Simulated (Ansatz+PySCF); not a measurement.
The numbers below are computed, except where a source is named.
This PySCF input gave a total energy of -558.59842 hartree.

```python
from pyscf import gto, scf

mol = gto.M(atom="""
Cl 0.000000 0.000000 -0.523380
F 0.000000 0.000000 0.988610
""", basis='def2-svp', charge=0, spin=0)
mf = scf.RHF(mol)
mf.init_guess = 'atom'
mf.kernel()
while True:  # follow internal instabilities
    mo, _, stable, _ = mf.stability(return_status=True)
    if stable: break
    mf.kernel(mf.make_rdm1(mo, mf.mo_occ))
print(mf.converged, mf.e_tot, mf.spin_square()[0])
```

**Question.** Write an input for Ansatz with the same method and basis set.

**Answer.**

```yaml
crystal:
  periodic: [false, false, false]
  atoms:
    - { symbol: Cl, position_ang: [0.0, 0.0, -0.52338] }
    - { symbol: F, position_ang: [0.0, 0.0, 0.98861] }
basis:
  gaussian: { orbitals: def2-SVP }
hamiltonian:
  xc: hf
```

Ansatz (development build ahead of 0.2.0) gave -558.59842 hartree, 0.00 meV from the first.
